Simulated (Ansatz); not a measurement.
## Molecular dynamics of ClH4Si

Input:

```yaml
crystal:
  periodic: [false, false, false]
  atoms:
    - { symbol: Si, position_ang: [-0.000154, 0.0, 0.012801] }
    - { symbol: Cl, position_ang: [-0.001188, -1.0e-06, 2.372083] }
    - { symbol: H, position_ang: [1.416799, 0.0, -0.432655] }
    - { symbol: H, position_ang: [-0.707589, 1.226586, -0.435887] }
    - { symbol: H, position_ang: [-0.707589, -1.226586, -0.435886] }
    - { symbol: H, position_ang: [0.001123, 0.0, 3.890944] }
magnetization:
  spin_polarized: true
  initial_magnetization: 1
basis:
  gaussian: { orbitals: "6-31G*" }
hamiltonian:
  xc: pbe0
md:
  timestep: 0.5
  n_steps: 200
  ensemble: nve
  temperature: 100.0
  initial_velocities: maxwell_boltzmann
  seed: 6918
```

Launched with:

```bash
$ ansatz run input.yaml --threads 1 --pin off --max-ram 2048MiB --backend cpu --events-out ev --progress --plain --runs-dir out
```

It starts at the highest image of a converged band, a first-order saddle point between two minima.

Output, in part (one step line in 7, the closing report, with atoms numbered from 0):

```
md step     0: t =     0.00 fs  T =   100.0 K  F+E_penalty+E_count = -20454.43478092 eV  E_kin = 0.051704 eV  conserved = -20454.38307692 eV  (27 SCF iters)
md step     7: t =     3.50 fs  T =    59.4 K  F+E_penalty+E_count = -20454.41353299 eV  E_kin = 0.030705 eV  conserved = -20454.38282763 eV  (24 SCF iters)
md step    14: t =     7.00 fs  T =    96.7 K  F+E_penalty+E_count = -20454.43305050 eV  E_kin = 0.049989 eV  conserved = -20454.38306130 eV  (25 SCF iters)
md step    21: t =    10.50 fs  T =    71.6 K  F+E_penalty+E_count = -20454.41985191 eV  E_kin = 0.037007 eV  conserved = -20454.38284492 eV  (27 SCF iters)
md step    28: t =    14.00 fs  T =   131.2 K  F+E_penalty+E_count = -20454.45087687 eV  E_kin = 0.067820 eV  conserved = -20454.38305697 eV  (24 SCF iters)
md step    35: t =    17.50 fs  T =   128.3 K  F+E_penalty+E_count = -20454.44917057 eV  E_kin = 0.066336 eV  conserved = -20454.38283496 eV  (24 SCF iters)
md step    42: t =    21.00 fs  T =   218.5 K  F+E_penalty+E_count = -20454.49604231 eV  E_kin = 0.112965 eV  conserved = -20454.38307712 eV  (24 SCF iters)
md step    49: t =    24.50 fs  T =   244.2 K  F+E_penalty+E_count = -20454.50914551 eV  E_kin = 0.126277 eV  conserved = -20454.38286888 eV  (24 SCF iters)
md step    56: t =    28.00 fs  T =   343.9 K  F+E_penalty+E_count = -20454.56081467 eV  E_kin = 0.177814 eV  conserved = -20454.38300041 eV  (24 SCF iters)
md step    63: t =    31.50 fs  T =   413.3 K  F+E_penalty+E_count = -20454.59664376 eV  E_kin = 0.213707 eV  conserved = -20454.38293683 eV  (24 SCF iters)
md step    70: t =    35.00 fs  T =   518.3 K  F+E_penalty+E_count = -20454.65103704 eV  E_kin = 0.267998 eV  conserved = -20454.38303946 eV  (24 SCF iters)
md step    77: t =    38.50 fs  T =   590.4 K  F+E_penalty+E_count = -20454.68820950 eV  E_kin = 0.305276 eV  conserved = -20454.38293309 eV  (24 SCF iters)
md step    84: t =    42.00 fs  T =   678.0 K  F+E_penalty+E_count = -20454.73352010 eV  E_kin = 0.350530 eV  conserved = -20454.38299039 eV  (25 SCF iters)
md step    91: t =    45.50 fs  T =   752.2 K  F+E_penalty+E_count = -20454.77187660 eV  E_kin = 0.388914 eV  conserved = -20454.38296231 eV  (24 SCF iters)
md step    98: t =    49.00 fs  T =   826.6 K  F+E_penalty+E_count = -20454.81039594 eV  E_kin = 0.427383 eV  conserved = -20454.38301274 eV  (23 SCF iters)
md step   105: t =    52.50 fs  T =   893.8 K  F+E_penalty+E_count = -20454.84508441 eV  E_kin = 0.462107 eV  conserved = -20454.38297761 eV  (24 SCF iters)
md step   112: t =    56.00 fs  T =   932.7 K  F+E_penalty+E_count = -20454.86516261 eV  E_kin = 0.482222 eV  conserved = -20454.38294103 eV  (23 SCF iters)
md step   119: t =    59.50 fs  T =  1005.2 K  F+E_penalty+E_count = -20454.90287185 eV  E_kin = 0.519745 eV  conserved = -20454.38312644 eV  (23 SCF iters)
md step   126: t =    63.00 fs  T =   997.9 K  F+E_penalty+E_count = -20454.89877065 eV  E_kin = 0.515956 eV  conserved = -20454.38281463 eV  (23 SCF iters)
md step   133: t =    66.50 fs  T =  1075.5 K  F+E_penalty+E_count = -20454.93922233 eV  E_kin = 0.556068 eV  conserved = -20454.38315420 eV  (25 SCF iters)
md step   140: t =    70.00 fs  T =  1057.4 K  F+E_penalty+E_count = -20454.92958786 eV  E_kin = 0.546724 eV  conserved = -20454.38286358 eV  (22 SCF iters)
md step   147: t =    73.50 fs  T =  1108.7 K  F+E_penalty+E_count = -20454.95631319 eV  E_kin = 0.573263 eV  conserved = -20454.38305008 eV  (23 SCF iters)
md step   154: t =    77.00 fs  T =  1096.0 K  F+E_penalty+E_count = -20454.94962566 eV  E_kin = 0.566679 eV  conserved = -20454.38294642 eV  (23 SCF iters)
md step   161: t =    80.50 fs  T =  1120.1 K  F+E_penalty+E_count = -20454.96211680 eV  E_kin = 0.579121 eV  conserved = -20454.38299575 eV  (23 SCF iters)
md step   168: t =    84.00 fs  T =  1106.9 K  F+E_penalty+E_count = -20454.95524339 eV  E_kin = 0.572316 eV  conserved = -20454.38292750 eV  (23 SCF iters)
md step   175: t =    87.50 fs  T =  1139.3 K  F+E_penalty+E_count = -20454.97214257 eV  E_kin = 0.589083 eV  conserved = -20454.38306000 eV  (23 SCF iters)
md step   182: t =    91.00 fs  T =  1114.2 K  F+E_penalty+E_count = -20454.95894373 eV  E_kin = 0.576099 eV  conserved = -20454.38284513 eV  (23 SCF iters)
md step   189: t =    94.50 fs  T =  1145.9 K  F+E_penalty+E_count = -20454.97558686 eV  E_kin = 0.592469 eV  conserved = -20454.38311738 eV  (23 SCF iters)
md step   196: t =    98.00 fs  T =  1116.1 K  F+E_penalty+E_count = -20454.95995267 eV  E_kin = 0.577049 eV  conserved = -20454.38290338 eV  (23 SCF iters)
md step   200: t =   100.00 fs  T =  1119.8 K  F+E_penalty+E_count = -20454.96199024 eV  E_kin = 0.578999 eV  conserved = -20454.38299078 eV  (26 SCF iters)
Total energy: -20454.96201758 eV, -751.7059892748 hartree
Atom 0 at    -0.015235     0.036327    -0.973335 Å, force    -0.125858     0.590362    -0.575596 eV/Å
Atom 1 at    -0.005181    -0.003052     3.219546 Å, force    -0.026719     0.034976    -0.100327 eV/Å
Atom 2 at     1.476495    -0.077430    -1.040866 Å, force    -0.156930    -0.069847     0.010531 eV/Å
Atom 3 at    -0.539337     0.862730    -2.154510 Å, force     0.254370    -0.374858     0.554703 eV/Å
Atom 4 at    -0.704340    -1.276178    -0.931649 Å, force     0.027725    -0.145147     0.015536 eV/Å
Atom 5 at     0.330555    -0.413996     4.385237 Å, force     0.027413    -0.035486     0.095153 eV/Å
Dipole moment:     0.090482    -0.118773     0.313816 e Å
```

All steps were run. The conserved energy stayed within 0.046 meV per atom of its start (net change 0.014 meV per atom), so the integration is sound. The kinetic energy rose, since the run started high on the potential surface and went downhill. It ends in pieces (ClH + H3Si), so much of that is their flight and rotation, not heat. A run of 0.1 ps of so small a system gives no equilibrium averages.

Between its relaxed ends the band would form Cl2–H6 and break Si1–Cl2. These pairs go: Cl2–H6 1.52 → 1.28 Å, Si1–Cl2 2.36 → 4.19 Å. In the last frame they stand as after the step (other bonds may differ from the relaxed reactants and products). It ends as ClH + H3Si. Pairs count as bonded within 1.25 times the sum of covalent radii (0.12 Å more for H–H).

Last frame:

```xyz
6
Properties=species:S:1:pos:R:3
Si -0.015 0.036 -0.973
Cl -0.005 -0.003 3.220
H 1.476 -0.077 -1.041
H -0.539 0.863 -2.155
H -0.704 -1.276 -0.932
H 0.331 -0.414 4.385
```

Run time: 5.5 min on 1 thread of Arm Neoverse V2, on a shared host, peak memory 0.11 GiB.
